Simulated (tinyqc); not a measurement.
Worked calculation: CCSD on RHF in the sto-6g basis, frozen core, for OH-, spin multiplicity 1. The basis has no diffuse functions, so it cannot describe the extra electron: this is an exercise in the method, not the real anion. One step of it, computed by the program tinyqc.

Task: Integrals over molecular orbitals. (pq|rs) = sum C_ip C_jq C_kr C_ls (ij|kl), one index at a time.

coefficients C:
```
,MO1,MO2,MO3,MO4,MO5,MO6
1O 1s,0.996522,-0.219646,-0.112968,0.000000,0.000000,0.093552
1O 2s,0.016173,0.815490,0.644420,0.000000,0.000000,-0.708309
1O 2px,0.000000,0.000000,0.000000,0.952669,0.304010,0.000000
1O 2py,0.000000,0.000000,0.000000,-0.304010,0.952669,0.000000
1O 2pz,0.003558,0.094654,-0.574371,0.000000,0.000000,-0.987871
2H 1s,-0.005410,0.299496,-0.624318,0.000000,0.000000,1.157886
```

core Hamiltonian H = T + V (hartree):
```
,1O 1s,1O 2s,1O 2px,1O 2py,1O 2pz,2H 1s
1O 1s,-32.527710,-7.185205,0.000000,0.000000,-0.019126,-2.038057
1O 2s,-7.185205,-8.742058,0.000000,0.000000,-0.206268,-3.948208
1O 2px,0.000000,0.000000,-7.003823,0.000000,0.000000,0.000000
1O 2py,0.000000,0.000000,0.000000,-7.003823,0.000000,0.000000
1O 2pz,-0.019126,-0.206268,0.000000,0.000000,-7.151271,-2.665444
2H 1s,-2.038057,-3.948208,0.000000,0.000000,-2.665444,-5.013776
```

Two-electron integrals (ij|kl) in chemists' order, unique and non-zero (hartree):
```
i,j,k,l,(ij|kl)
1,1,1,1,4.787491
2,1,1,1,0.675884
2,1,2,1,0.121505
2,2,1,1,1.117379
2,2,2,1,0.249212
2,2,2,2,0.817383
3,1,3,1,0.025762
3,2,3,1,0.039145
3,2,3,2,0.180664
3,3,1,1,1.117381
3,3,2,1,0.249212
3,3,2,2,0.817382
3,3,3,3,0.880663
4,1,4,1,0.025762
4,2,4,1,0.039145
4,2,4,2,0.180664
4,3,4,3,0.047461
4,4,1,1,1.117381
4,4,2,1,0.249212
4,4,2,2,0.817382
4,4,3,3,0.785741
4,4,4,4,0.880663
5,1,5,1,0.025762
5,2,5,1,0.039145
5,2,5,2,0.180664
5,3,5,3,0.047461
5,4,5,4,0.047461
5,5,1,1,1.117381
5,5,2,1,0.249212
5,5,2,2,0.817382
5,5,3,3,0.785741
5,5,4,4,0.785741
5,5,5,5,0.880663
6,1,1,1,0.203502
6,1,2,1,0.035034
6,1,2,2,0.070177
6,1,3,3,0.070023
6,1,4,4,0.070023
6,1,5,1,0.001702
6,1,5,2,0.003308
6,1,5,5,0.070487
6,1,6,1,0.010297
6,2,1,1,0.454300
6,2,2,1,0.102543
6,2,2,2,0.367459
6,2,3,3,0.361687
6,2,4,4,0.361687
6,2,5,1,0.008103
6,2,5,2,0.057434
6,2,5,5,0.379003
6,2,6,1,0.029652
6,2,6,2,0.198145
6,3,3,1,0.011901
6,3,3,2,0.065237
6,3,5,3,0.012100
6,3,6,3,0.029479
6,4,4,1,0.011901
6,4,4,2,0.065237
6,4,5,4,0.012100
6,4,6,4,0.029479
6,5,1,1,0.308771
6,5,2,1,0.070740
6,5,2,2,0.270340
6,5,3,3,0.257879
6,5,4,4,0.257879
6,5,5,1,0.016956
6,5,5,2,0.106134
6,5,5,5,0.295261
6,5,6,1,0.021496
6,5,6,2,0.177335
6,5,6,5,0.186906
6,6,1,1,0.566803
6,6,2,1,0.130263
6,6,2,2,0.529024
6,6,3,3,0.507655
6,6,4,4,0.507655
6,6,5,1,0.014495
6,6,5,2,0.135893
6,6,5,5,0.571761
6,6,6,1,0.038152
6,6,6,2,0.346247
6,6,6,5,0.354779
6,6,6,6,0.774999
```

Give: one-electron integrals over orbitals h = C^T H C; Two-electron integrals over orbitals.

Result:

one-electron integrals over orbitals h = C^T H C (hartree):
```
,1,2,3,4,5,6
1,-32.5133,0.5800,0.2977,0.0000,0.0000,-0.2573
2,0.5800,-7.1654,-0.6605,0.0000,0.0000,1.2248
3,0.2977,-0.6605,-6.1848,0.0000,0.0000,-1.2386
4,0.0000,0.0000,0.0000,-7.0038,0.0000,0.0000
5,0.0000,0.0000,0.0000,0.0000,-7.0038,0.0000
6,-0.2573,1.2248,-1.2386,0.0000,0.0000,-5.5720
```

Two-electron integrals over orbitals (pq|rs), unique and non-zero (hartree); the lowest 1 orbital is frozen and left out:
```
p,q,r,s,(pq|rs)
2,2,2,2,0.7335
3,2,2,2,-0.0012
3,2,3,2,0.1492
3,3,2,2,0.6610
3,3,3,2,0.0518
3,3,3,3,0.7038
4,2,4,2,0.1414
4,3,4,2,0.0562
4,3,4,3,0.0547
4,4,2,2,0.7429
4,4,3,2,0.0947
4,4,3,3,0.6783
4,4,4,4,0.8807
5,2,5,2,0.1414
5,3,5,2,0.0562
5,3,5,3,0.0547
5,4,5,4,0.0475
5,5,2,2,0.7429
5,5,3,2,0.0947
5,5,3,3,0.6783
5,5,4,4,0.7857
5,5,5,5,0.8807
6,2,2,2,-0.1196
6,2,3,2,0.0044
6,2,3,3,-0.0256
6,2,4,4,-0.1338
6,2,5,5,-0.1338
6,2,6,2,0.1117
6,3,2,2,0.0705
6,3,3,2,0.1127
6,3,3,3,0.0859
6,3,4,4,0.1330
6,3,5,5,0.1330
6,3,6,2,-0.0496
6,3,6,3,0.1425
6,4,4,2,-0.0472
6,4,4,3,0.0031
6,4,6,4,0.0394
6,5,5,2,-0.0472
6,5,5,3,0.0031
6,5,6,5,0.0394
6,6,2,2,0.6958
6,6,3,2,-0.0471
6,6,3,3,0.6514
6,6,4,4,0.6662
6,6,5,5,0.6662
6,6,6,2,-0.0894
6,6,6,3,0.0232
6,6,6,6,0.7321
```
